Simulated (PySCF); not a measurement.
Excitations are Tamm–Dancoff values on a coarser integration grid. The basis has no diffuse functions, so Rydberg states are missing or too high.

Cartesian coordinates (Å):
```xyz
4

C     -0.6025     0.0337    -0.1042
C      0.6025    -0.0337    -0.1443
H     -1.6712     0.0934    -0.0686
H      1.6712    -0.0934    -0.1799
```
Charge 0, multiplicity 1.

Q: Give the dipole moment, HOMO, HOMO–LUMO gap, S1 excitation (TDA) and LUMO at the level PBE-D3(BJ)/def2-TZVP run with PySCF.

A: 
```yaml
dipole_moment: 0.00 D
HOMO: -7.13 eV
HOMO–LUMO gap: 6.87 eV
S1 excitation (TDA): 6.87 eV
LUMO: -0.26 eV
```
